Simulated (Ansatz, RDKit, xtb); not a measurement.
**C4H9NS: ranking a sample of isomers**

A sample of isomers of C4H9NS is drawn. Aim: find which of them has the lowest free energy at 298.15 K, then its properties. The sample is small against all isomers, and the most stable one of this formula need not be in it.

The funnel: GFN2-xTB relaxations, single points with a density functional, relaxations at PBE0-D3(BJ)/def2-SVP, harmonic vibrations (at GFN2-xTB), and a last energy at a higher level. All values are calculated.

**1. Drawing up candidates**

Isomers were taken from a list of plausible structures; this is a sample, not all of them. That gives 3 candidates.

```
label               SMILES     spin
 c055   N[C@H]1C[C@H](S)C1  singlet
 c905  N[C@H]1C[C@@H](S)C1  singlet
 c914           NC1(S)CCC1  singlet
```

Candidates are built by distance geometry, with a force field where one applies, in up to four conformers (letters a to d).

Q: Predict the outcome of this search (final energies at CCSD(T)/def2-SVP + MP2/def2-TZVPP - MP2/def2-SVP).

| quantity | value |
| --- | --- |
| lowest structure found | NC1(S)CCC1, singlet |
| next finalist | N[C@H]1C[C@@H](S)C1, singlet, 2.2 kcal/mol higher in G |
| share at equilibrium, among the finalists | 95.4 % |

The lowest structure found is `NC1(S)CCC1`. The margin, 2.2 kcal/mol, is modest. GFN2-xTB, HF/STO-3G, r2SCAN-D4/def2-SVP, PBE0-D3(BJ)/def2-SVP, HF/def2-SVP and MP2/def2-SVP already put its bonding pattern lowest among the structures in one piece. One minimum inside the window was never screened. The search is not exhaustive (a finite list of starts, one conformer a finalist), so a lower isomer can't be ruled out. Only 3 drawn patterns were tried, so whole families of isomers are missing, and the result ranks this sample alone.
